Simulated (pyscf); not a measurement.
Four-centre exchange: Cl–Ta(Cl)(Cl)(Cl)–Cl (SMILES [Cl][Ta]([Cl])([Cl])([Cl])[Cl]) + H₂S (SMILES S) → HCl (SMILES Cl) + HS–Ta(Cl)(Cl)(Cl)–Cl (SMILES [SH][Ta]([Cl])([Cl])([Cl])[Cl])

Gas phase, singlet surface, charge 0. Bonds broken: Cl1–Ta2, S7–H8. Bonds formed: Cl1–H8, Ta2–S7. PySCF, gas phase, ωB97X-D3(BJ)/def2-SVP geometries.

Transition state (Å):

```xyz
9

Cl     1.2446     0.5518     1.9797
Ta     0.0554    -0.7927     0.0102
Cl     0.0683     1.2125    -1.1429
Cl    -1.0826    -1.8952    -1.6014
Cl     2.2101    -1.3659    -0.4626
Cl    -0.3136    -2.4063     1.6171
S     -1.7699     0.3067     1.3992
H     -0.2291     0.6726     2.0868
H     -1.8763     1.4812     0.7478
```

One imaginary mode, 624i cm⁻¹; descent along it reached the two sides named, in the forms told below.

```csv
bond,change,reactant side (Å),saddle,product side
Cl1–Ta2,breaks,2.332,2.7,2.9
S7–H8,breaks,1.348,1.726,2.6
Cl1–H8,forms,2.9,1.483,1.293
Ta2–S7,forms,2.8,2.544,2.420
```

Electronic energies relative to the separated reactants (kcal/mol):

```csv
level,barrier,reaction energy,reverse barrier
ωB97X-D3(BJ)/def2-TZVP,2.8,+4.8,-2.0
PBE/def2-TZVP,6.1,+6.2,-0.1
r²SCAN/def2-TZVP,5.4,+6.6,-1.1
B3LYP-D3(BJ)/def2-TZVP,6.9,+6.2,0.6
PBE0-D3(BJ)/def2-TZVP,4.1,+5.5,-1.4
M06-2X/def2-TZVP,8.5,+5.6,2.8
ωB97M-D3(BJ)/def2-TZVP,9.4,+6.4,2.9
HF/def2-TZVP,29.3,+8.7,20.6
```

With ωB97M-D3(BJ)/def2-TZVP energies and thermal terms (ideal gas, 1 atm, RRHO with modes under 100 cm⁻¹ raised to 100, one conformer, R ln 2 for chiral ones without a mode under 150 cm⁻¹), in kcal/mol:

```
T (K)   ΔH‡   ΔG‡    ΔH    ΔG
-----  ----  ----  ----  ----
298     8.2  19.1  +6.7  +6.5
600     8.7  30.0  +7.1  +6.2
900     9.5  40.4  +7.4  +5.6
1200   10.4  50.6  +7.8  +5.0
```

On the reactant side the descent ends in an adduct with a S–Ta contact, 18.4 kcal/mol under the separated species and 21.2 kcal/mol under the saddle at ωB97X-D3(BJ)/def2-TZVP. On the product side the descent ends in an adduct with a Cl–Ta contact, 5.1 kcal/mol under the separated species and 3.1 kcal/mol under the saddle at ωB97X-D3(BJ)/def2-TZVP. At ωB97X-D3(BJ)/def2-TZVP, r²SCAN, PBE0-D3(BJ) the saddle lies under the separated products, which points to a path from their complex (located at ωB97X-D3(BJ) alone), and parting the products costs more than the saddle. What is counted as formed (S–Ta) is already present as a longer contact in the reactant adduct; forming that adduct is a step of its own. What is counted as broken (Cl–Ta) persists as a longer contact in the product adduct; parting that adduct is a step of its own. This is the saddle that the search found; another between the same sides may lie lower. Elements past Kr carry the def2 core potentials, without spin-orbit coupling.
